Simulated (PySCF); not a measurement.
Molecule: SMILES N#CC, C$_{2}$H$_{3}$N.

Bonds (- single, = double, # triple, : aromatic): C1-C2 1.452 Å, C2#N3 1.157 Å. C1 carries H4, H5, H6.

Geometry PBE0-D3(BJ)/def2-SVP throughout; GIAO in PySCF 2.14, gas phase, one conformer, non-relativistic; equivalent atoms averaged; functional PBE0.

Question: How do the shifts δ (against TMS, NH3 at the same level) depend on the basis set? (ppm; last column core-seconds on shared hosts with different chips, so compare them loosely)

Answer: 
```csv
basis set,functions,C2,C1,N3,H4/H5/H6,core-s
STO-3G,18,92.4,14.3,224.6,1.87,0.79
6-31G,33,113.9,3.6,264.9,1.96,1.6
pcSseg-0,33,132.0,5.2,312.1,2.00,1.2
6-31G*,48,105.9,2.1,259.3,1.59,1.9
def2-SVP,57,109.9,-0.4,278.8,1.52,2
cc-pVDZ,57,110.7,1.8,278.3,1.59,1.8
pcSseg-1,66,120.3,1.5,305.7,1.80,3.4
aug-cc-pVDZ,96,113.0,1.4,271.4,1.84,2.7
"6-311+G(2d,p)",99,119.4,0.2,289.0,1.73,3.3
def2-TZVP,111,119.9,0.9,295.8,1.71,3.9
cc-pVTZ,132,118.4,0.7,295.5,1.74,4
IGLO-III,135,122.3,0.6,296.5,1.78,4
pcSseg-2,150,123.5,0.9,300.4,1.75,3.7
pcSseg-3,315,123.7,0.9,298.7,1.77,17
```

Question: Which nucleus moves most, in ppm?

Answer: N3 (nitrile nitrogen): from 224.6 ppm with STO-3G to 312.1 ppm with pcSseg-0. The smallest spread is 0.48 ppm, at H4/H5/H6. Proton shifts span only some 12 ppm, so a few tenths of a ppm matter as much there as several ppm in carbon.

Question: Taking the largest basis, pcSseg-3 (315 functions), as the yardstick, rank the others by their worst heavy-atom deviation.

Answer: pcSseg-2 1.7 ppm (150 functions), IGLO-III 2.2 ppm (135 functions), def2-TZVP 3.7 ppm (111 functions), cc-pVTZ 5.3 ppm (132 functions), pcSseg-1 7.0 ppm (66 functions), 6-311+G(2d,p) 9.7 ppm (99 functions), pcSseg-0 13.4 ppm (33 functions), def2-SVP 19.9 ppm (57 functions), cc-pVDZ 20.5 ppm (57 functions), aug-cc-pVDZ 27.3 ppm (96 functions), 6-31G 33.8 ppm (33 functions), 6-31G* 39.4 ppm (48 functions), STO-3G 74.1 ppm (18 functions).

A small basis that lands close on one nucleus may do so by chance; judge by the trend and by all nuclei.
